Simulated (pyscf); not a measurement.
silanone (O=SiH₂) -> silicon monoxide (O=Si:) [singlet] + hydrogen (H₂), a 1,1-elimination (singlet surface; H–Si, H–Si broken, H–H formed). Optimised with ωB97X-D3(BJ)/def2-SVP in PySCF. Energies in kcal/mol from the reactant's lowest minimum found.

Small-basis levels: PySCF, no dispersion term, spherical d functions. AM1 to PM7: differences of heats of formation from MOPAC, which are fitted to 298 K values and so differ in kind from electronic energies by zero-point and thermal terms. 

```tsv
level	barrier	reaction energy
HF/STO-3G	130.5	-4.0
HF/6-31G*	106.5	+5.7
MP2/6-31G*	93.8	-3.9
SVWN5/6-31G*	75.5	+8.2
B3LYP/STO-3G	103.1	-6.6
B3LYP/3-21G	80.8	-7.7
B3LYP/LANL2DZ	80.9	-5.1
B3LYP/6-311+G**	80.7	+1.3
B3LYP/def2-SVP	79.9	+3.6
PM3	40.1	-15.2
PM6	83.6	+12.6
PM7	61.6	-2.7
ωB97M-D3(BJ)/def2-TZVP	83.8	+2.3
```

Against the last row the barrier runs from -43.6 (PM3) to +46.7 kcal/mol (HF/STO-3G). ωB97M-D3(BJ)/def2-TZVP has limits of its own. The same reactants have a lower exit, to HO–SiH: [singlet] (barrier +60.1 kcal/mol at ωB97M-D3(BJ)/def2-TZVP, against +83.8 kcal/mol here). This is the saddle that the search found; another between the same sides may lie lower.
